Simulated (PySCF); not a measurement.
Ionisation of chloroform

Parent: chloroform, `ClC(Cl)Cl` (CHCl3). Atom numbers as in the mapped SMILES `[Cl:1][CH:2]([Cl:3])[Cl:4]`.

Computed at ωB97X-D3(BJ)/ma-def2-TZVP // PBE0-D3(BJ)/def2-SVP with PySCF (density fitting, grid level 2). The prefix ma- adds one diffuse s and one diffuse p function on all atoms but H. ωB97X-D3(BJ) is ωB97X-V with D3(BJ) in place of VV10. Thermal corrections: PBE0-D3(BJ)/def2-SVP frequencies, unscaled, ideal gas at 298.15 K and 1 bar, quasi-RRHO entropy.

Frontier levels of the parent: HOMO -11.44 eV, LUMO 0.99 eV.

Oxidation to the radical cation:
- Vertical ionisation energy (electronic): 11.63 eV
- Adiabatic ionisation energy (with zero-point energy): 11.49 eV
- Adiabatic, electronic part: 11.58 eV
- Vertical gap at the product's structure: 11.18 eV
- Inner reorganisation energy (four-point): 446 meV
- Relaxation of product / of parent: 49 / 397 meV
- ⟨S²⟩ of the product: 0.757
- Largest spin populations: Cl3 0.27, Cl4 0.27, Cl1 0.26, H (on C2) 0.16
- Largest changes of atomic charge: Cl1 0.31, Cl3 0.30, Cl4 0.30, H (on C2) 0.13
- Distances that move most (Å): C2–H 1.095 → 1.150; Cl1–C2 1.766 → 1.727; C2–Cl3 1.765 → 1.728; C2–Cl4 1.765 → 1.728

Measured values (NIST Chemistry WebBook, evaluated or the median of agreeing entries): vertical ionisation energy 11.49 eV (computed 11.63, difference 0.14); adiabatic ionisation energy 11.37 eV (computed 11.49, difference 0.12).

Caveats: spin-orbit coupling is left out of the energies, which matters for open shells on the heavier atoms; the split of the reorganisation energy is sensitive to the structures, which come from another level (PBE0-D3(BJ)/def2-SVP).
